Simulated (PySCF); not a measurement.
# Do core-level shifts follow atomic charges?

Species: C3H4N2.
Atom-mapped SMILES: `[H]/[N:3]=[C:2](/[CH3:1])[C:4]#[N:5]`

Structure used (PBE0-D3(BJ)/def2-SVP), in Å, numbered top down from 1:
```xyz
9
C3H4N2 angstrom
C     -1.2897    0.2162    0.1986
C      0.1216   -0.2761    0.2297
N      0.4288   -1.4631   -0.1076
C      1.1259    0.6845    0.6694
N      1.9437    1.4287    1.0155
H     -1.9421   -0.5959   -0.1450
H     -1.3820    1.0808   -0.4772
H     -1.6042    0.5497    1.1999
H      1.4369   -1.6233   -0.0246
```

Binding energies: delta-SCF UKS SCAN, pcX-2 on the ionised atom, pcseg-1 elsewhere, spin-free X2C in PySCF. Charges: PBE0/pcSseg-1 ground-state density, for the ionised atom.

| atom | environment | C 1s (eV) | Mulliken (e) | IAO (e) | Hirshfeld (e) | ESP (e) |
| --- | --- | --- | --- | --- | --- | --- |
| C1 | methyl carbon | 291.77 | -0.201 | -0.430 | -0.107 | -0.483 |
| C4 | nitrile carbon | 292.80 | +0.101 | +0.091 | +0.077 | +0.175 |
| C2 | imine carbon | 293.80 | -0.030 | +0.163 | +0.117 | +0.541 |

Problem. Give the correlation coefficient and slope of binding energy on charge for each scheme.

Solution. ESP: r = 0.99, slope 1.9 eV per e; Hirshfeld: r = 0.94, slope 8.0 eV per e; IAO: r = 0.92, slope 2.9 eV per e; Mulliken: r = 0.57, slope 3.8 eV per e. ESP charges have the highest r, on only 3 points.

Problem. The point-charge model writes a binding energy as kq + V + constant, with V the potential of the other atoms' charges at the site. What does it give with the ESP charges?

Solution. V = Σ 14.40 eV Å × q/r over all other atoms: +8.26 eV at C1, -1.82 eV at C4, -6.87 eV at C2. Fitting binding energy − V to q gives k = 16.8 eV per e and leaves an rms residual of 0.04 eV, against 0.13 eV for the fit on q alone. The model has no term for differences in relaxation between sites.

Spin contamination (⟨S²⟩ against 0.75 for a pure doublet) is marked for C 1s of C2 (0.88), which makes this value less certain. Geometry: PBE0-D3(BJ)/def2-SVP; no solvent, vibrations or thermal averaging.
